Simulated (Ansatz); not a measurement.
System (SMILES): C#N (CH-N).
Atoms: C1, N2, H3. Bonds: C1-N2, C1-H3.

How fast the highest harmonic wavenumber converges with the basis for several methods (Ansatz, a first-principles code): deviation from each method's own reference, in cm⁻¹. References: B3LYP 3444 cm⁻¹, the value in aug-pcseg-2; CCSD(T) 3446 cm⁻¹, the value in aug-pcseg-2; HF 3612 cm⁻¹, the value in aug-pcseg-2; MP2 3478 cm⁻¹, the value in aug-pcseg-2; PBE 3362 cm⁻¹, the value in aug-pcseg-2. Cartesian d functions, on some or all atoms, in 6-31G*, 6-31+G*; all else is spherical. In correlated methods cores are frozen. No added dispersion term, no relativity. Each level at its own minimum, unscaled; the references are large sets that could be run, not limits.

| basis | functions | B3LYP | CCSD(T) | HF | MP2 | PBE |
|---|---|---|---|---|---|---|
| STO-3G | 11 | 167 | 135 | 305 | ___ | 161 |
| 6-31G* | 32 | 36 | 18 | 68 | ___ | 33 |
| def2-SVP | 33 | 7 | 22 | 18 | ___ | 14 |
| pcseg-1 | 33 | 8 | 30 | 33 | ___ | 13 |
| 6-31+G* | 40 | 24 | 2 | 54 | ___ | 23 |
| 6-311G** | 42 | 13 | 10 | 12 | ___ | 17 |
| def2-TZVPD | 83 | -1 | -20 | -1 | ___ | -1 |
| jun-cc-pV(T+d)Z | 92 | -4 | -20 | -4 | ___ | -5 |

### Question
Some entries are withheld; supply them.

### Answer

- STO-3G, MP2: 192
- 6-31G*, MP2: 33
- def2-SVP, MP2: 25
- pcseg-1, MP2: 31
- 6-31+G*, MP2: 14
- 6-311G**, MP2: 13
- def2-TZVPD, MP2: -21
- jun-cc-pV(T+d)Z, MP2: -19

Mean absolute deviation over 6-311G**, def2-TZVPD, jun-cc-pV(T+d)Z: HF 6, B3LYP 6, PBE 8, CCSD(T) 17, MP2 18 cm⁻¹.
